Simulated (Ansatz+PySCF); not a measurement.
A calculation with PySCF 2.14.0.

```python
from pyscf import gto, scf, cc

mol = gto.M(atom="""
C 0.000000 0.000000 -0.684400
C 0.000000 0.000000 0.684400
""", basis='def2-svp', charge=-1, spin=1)
mf = scf.UHF(mol)
mf.kernel()
mycc = cc.CCSD(mf, frozen=2).run()
et = mycc.ccsd_t()
print(mf.e_tot, mycc.e_corr, et, mycc.e_tot + et)
```

The script is written out from the run's settings.

Results

* Converged: yes
* Reference energy: -75.44949 hartree
* CCSD correlation energy: -0.26657 hartree
* Triples correction: -0.01756 hartree
* Total energy: -75.73363 hartree

The reference isn't the lowest determinant (another lies 0.76 eV lower), but the same method gives a higher total on the lower determinant. Caution: large share of triples, a single reference is doubtful; no diffuse functions for an anion.
